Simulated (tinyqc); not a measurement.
Worked calculation: RKS/BP86 in the sto-3g basis, for BH2+, spin multiplicity 1. One step of it, computed by the program tinyqc.

Question. Iteration 2: building the Kohn-Sham matrix. J_ij = sum D_kl (ij|kl); F = H + J + V_xc; E = tr D H + tr D J / 2 + E_xc + E_nn.

D after iteration 1, order 1B 1s, 1B 2s, 1B 2px, 1B 2py, 1B 2pz, 2H 1s, 3H 1s:
$$\begin{pmatrix}
1.997151 & -0.033765 & 0.000000 & 0.000000 & -0.023413 & -0.180294 & -0.180294 \\
-0.033765 & 0.323282 & 0.000000 & 0.000000 & 0.053922 & 0.429977 & 0.429977 \\
0.000000 & 0.000000 & 0.000000 & 0.000000 & 0.000000 & 0.000000 & 0.000000 \\
0.000000 & 0.000000 & 0.000000 & 0.132779 & 0.000000 & 0.319263 & -0.319263 \\
-0.023413 & 0.053922 & 0.000000 & 0.000000 & 0.009153 & 0.072926 & 0.072926 \\
-0.180294 & 0.429977 & 0.000000 & 0.319263 & 0.072926 & 1.348737 & -0.186579 \\
-0.180294 & 0.429977 & 0.000000 & -0.319263 & 0.072926 & -0.186579 & 1.348737
\end{pmatrix}$$

core Hamiltonian H = T + V (hartree), order 1B 1s, 1B 2s, 1B 2px, 1B 2py, 1B 2pz, 2H 1s, 3H 1s:
$$\begin{pmatrix}
-12.967917 & -3.361539 & 0.000000 & 0.000000 & -0.009131 & -0.310948 & -0.310948 \\
-3.361539 & -4.055725 & 0.000000 & 0.000000 & -0.090319 & -0.942513 & -0.942513 \\
0.000000 & 0.000000 & -3.219479 & 0.000000 & 0.000000 & 0.000000 & 0.000000 \\
0.000000 & 0.000000 & 0.000000 & -3.315491 & 0.000000 & -0.865000 & 0.865000 \\
-0.009131 & -0.090319 & 0.000000 & 0.000000 & -3.245892 & -0.462973 & -0.462973 \\
-0.310948 & -0.942513 & 0.000000 & -0.865000 & -0.462973 & -2.262670 & -0.083323 \\
-0.310948 & -0.942513 & 0.000000 & 0.865000 & -0.462973 & -0.083323 & -2.262670
\end{pmatrix}$$

Two-electron integrals (ij|kl) in chemists' order, unique and non-zero (hartree):
```
(11|11) 2.923513    (21|11) 0.518376    (21|21) 0.109262    (22|11) 0.744229
(22|21) 0.193177    (22|22) 0.544804    (31|31) 0.020264    (32|31) 0.029996
(32|32) 0.120346    (33|11) 0.742491    (33|21) 0.193240    (33|22) 0.544682
(33|33) 0.586773    (41|41) 0.020264    (42|41) 0.029996    (42|42) 0.120346
(43|43) 0.031630    (44|11) 0.742491    (44|21) 0.193240    (44|22) 0.544682
(44|33) 0.523513    (44|44) 0.586773    (51|51) 0.020264    (52|51) 0.029996
(52|52) 0.120346    (53|53) 0.031630    (54|54) 0.031630    (55|11) 0.742491
(55|21) 0.193240    (55|22) 0.544682    (55|33) 0.523513    (55|44) 0.523513
(55|55) 0.586773    (61|11) 0.047089    (61|21) 0.009893    (61|22) 0.017565
(61|33) 0.017493    (61|41) 0.000609    (61|42) 0.001135    (61|44) 0.017670
(61|51) 0.000320    (61|52) 0.000595    (61|54) 0.000093    (61|55) 0.017542
(61|61) 0.000922    (62|11) 0.141174    (62|21) 0.037373    (62|22) 0.119855
(62|33) 0.116227    (62|41) 0.003577    (62|42) 0.023972    (62|44) 0.124666
(62|51) 0.001876    (62|52) 0.012573    (62|54) 0.004426    (62|55) 0.118548
(62|61) 0.003607    (62|62) 0.040817    (63|31) 0.003305    (63|32) 0.016432
(63|43) 0.004197    (63|53) 0.002201    (63|63) 0.003836    (64|11) 0.128489
(64|21) 0.034405    (64|22) 0.116212    (64|33) 0.110330    (64|41) 0.006006
(64|42) 0.036887    (64|44) 0.125873    (64|51) 0.001417    (64|52) 0.010728
(64|54) 0.005951    (64|55) 0.112296    (64|61) 0.003436    (64|62) 0.045893
(64|64) 0.054380    (65|11) 0.067392    (65|21) 0.018045    (65|22) 0.060953
(65|33) 0.057868    (65|41) 0.001417    (65|42) 0.010728    (65|44) 0.061618
(65|51) 0.004048    (65|52) 0.022059    (65|54) 0.006164    (65|55) 0.063302
(65|61) 0.001802    (65|62) 0.024071    (65|64) 0.026511    (65|65) 0.017740
(66|11) 0.322606    (66|21) 0.086819    (66|22) 0.315942    (66|33) 0.299475
(66|41) 0.008485    (66|42) 0.078422    (66|44) 0.337842    (66|51) 0.004450
(66|52) 0.041133    (66|54) 0.020123    (66|55) 0.310030    (66|61) 0.008430
(66|62) 0.148780    (66|64) 0.179970    (66|65) 0.094394    (66|66) 0.774606
(71|11) 0.047089    (71|21) 0.009893    (71|22) 0.017565    (71|33) 0.017493
(71|41) -0.000609   (71|42) -0.001135   (71|44) 0.017670    (71|51) 0.000320
(71|52) 0.000595    (71|54) -0.000093   (71|55) 0.017542    (71|61) 0.000882
(71|62) 0.003299    (71|64) 0.002931    (71|65) 0.001662    (71|66) 0.007663
(71|71) 0.000922    (72|11) 0.141174    (72|21) 0.037373    (72|22) 0.119855
(72|33) 0.116227    (72|41) -0.003577   (72|42) -0.023972   (72|44) 0.124666
(72|51) 0.001876    (72|52) 0.012573    (72|54) -0.004426   (72|55) 0.118548
(72|61) 0.003299    (72|62) 0.023889    (72|64) 0.020891    (72|65) 0.013856
(72|66) 0.064026    (72|71) 0.003607    (72|72) 0.040817    (73|31) 0.003305
(73|32) 0.016432    (73|43) -0.004197   (73|53) 0.002201    (73|63) 0.001934
(73|73) 0.003836    (74|11) -0.128489   (74|21) -0.034405   (74|22) -0.116212
(74|33) -0.110330   (74|41) 0.006006    (74|42) 0.036887    (74|44) -0.125873
(74|51) -0.001417   (74|52) -0.010728   (74|54) 0.005951    (74|55) -0.112296
(74|61) -0.002931   (74|62) -0.020891   (74|64) -0.017138   (74|65) -0.011958
(74|66) -0.055907   (74|71) -0.003436   (74|72) -0.045893   (74|74) 0.054380
(75|11) 0.067392    (75|21) 0.018045    (75|22) 0.060953    (75|33) 0.057868
(75|41) -0.001417   (75|42) -0.010728   (75|44) 0.061618    (75|51) 0.004048
(75|52) 0.022059    (75|54) -0.006164   (75|55) 0.063302    (75|61) 0.001662
(75|62) 0.013856    (75|64) 0.011958    (75|65) 0.009791    (75|66) 0.038300
(75|71) 0.001802    (75|72) 0.024071    (75|74) -0.026511   (75|75) 0.017740
(76|11) 0.011433    (76|21) 0.003026    (76|22) 0.009769    (76|33) 0.009498
(76|44) 0.009761    (76|51) 0.000274    (76|52) 0.001841    (76|55) 0.010037
(76|61) 0.000282    (76|62) 0.002654    (76|64) 0.002631    (76|65) 0.001720
(76|66) 0.008332    (76|71) 0.000282    (76|72) 0.002654    (76|74) -0.002631
(76|75) 0.001720    (76|76) 0.000237    (77|11) 0.322606    (77|21) 0.086819
(77|22) 0.315942    (77|33) 0.299475    (77|41) -0.008485   (77|42) -0.078422
(77|44) 0.337842    (77|51) 0.004450    (77|52) 0.041133    (77|54) -0.020123
(77|55) 0.310030    (77|61) 0.007663    (77|62) 0.064026    (77|64) 0.055907
(77|65) 0.038300    (77|66) 0.182585    (77|71) 0.008430    (77|72) 0.148780
(77|74) -0.179970   (77|75) 0.094394    (77|76) 0.008332    (77|77) 0.774606
```

nuclear repulsion = 3.41675444 hartree

V_xc (hartree), order 1B 1s, 1B 2s, 1B 2px, 1B 2py, 1B 2pz, 2H 1s, 3H 1s:
$$\begin{pmatrix}
-1.876628 & -0.266738 & 0.000000 & 0.000000 & -0.002046 & -0.024545 & -0.024545 \\
-0.266738 & -0.326709 & 0.000000 & 0.000000 & -0.042830 & -0.102837 & -0.102837 \\
0.000000 & 0.000000 & -0.296085 & 0.000000 & 0.000000 & 0.000000 & 0.000000 \\
0.000000 & 0.000000 & 0.000000 & -0.369666 & 0.000000 & -0.115455 & 0.115455 \\
-0.002046 & -0.042830 & 0.000000 & 0.000000 & -0.305182 & -0.062026 & -0.062026 \\
-0.024545 & -0.102837 & 0.000000 & -0.115455 & -0.062026 & -0.490604 & -0.007345 \\
-0.024545 & -0.102837 & 0.000000 & 0.115455 & -0.062026 & -0.007345 & -0.490604
\end{pmatrix}$$

E_xc = sum of w rho eps_xc = -4.34558180 hartree

Give: Coulomb J; Kohn-Sham matrix F; total energy of this density.

Answer.

Coulomb J (hartree), order 1B 1s, 1B 2s, 1B 2px, 1B 2py, 1B 2pz, 2H 1s, 3H 1s:
$$\begin{pmatrix}
7.4082 & 1.4572 & 0.0000 & 0.0000 & 0.0202 & 0.1331 & 0.1331 \\
1.4572 & 2.9350 & 0.0000 & 0.0000 & 0.1632 & 0.7244 & 0.7244 \\
0.0000 & 0.0000 & 2.8695 & 0.0000 & 0.0000 & 0.0000 & 0.0000 \\
0.0000 & 0.0000 & 0.0000 & 3.0167 & 0.0000 & 0.7343 & -0.7343 \\
0.0202 & 0.1632 & 0.0000 & 0.0000 & 2.9065 & 0.4023 & 0.4023 \\
0.1331 & 0.7244 & 0.0000 & 0.7343 & 0.4023 & 2.4275 & 0.0580 \\
0.1331 & 0.7244 & 0.0000 & -0.7343 & 0.4023 & 0.0580 & 2.4275
\end{pmatrix}$$

Kohn-Sham matrix F (hartree), order 1B 1s, 1B 2s, 1B 2px, 1B 2py, 1B 2pz, 2H 1s, 3H 1s:
$$\begin{pmatrix}
-7.4363 & -2.1711 & 0.0000 & 0.0000 & 0.0090 & -0.2024 & -0.2024 \\
-2.1711 & -1.4474 & 0.0000 & 0.0000 & 0.0300 & -0.3209 & -0.3209 \\
0.0000 & 0.0000 & -0.6460 & 0.0000 & 0.0000 & 0.0000 & 0.0000 \\
0.0000 & 0.0000 & 0.0000 & -0.6685 & 0.0000 & -0.2462 & 0.2462 \\
0.0090 & 0.0300 & 0.0000 & 0.0000 & -0.6446 & -0.1227 & -0.1227 \\
-0.2024 & -0.3209 & 0.0000 & -0.2462 & -0.1227 & -0.3257 & -0.0327 \\
-0.2024 & -0.3209 & 0.0000 & 0.2462 & -0.1227 & -0.0327 & -0.3257
\end{pmatrix}$$

total energy of this density = -24.689383 hartree
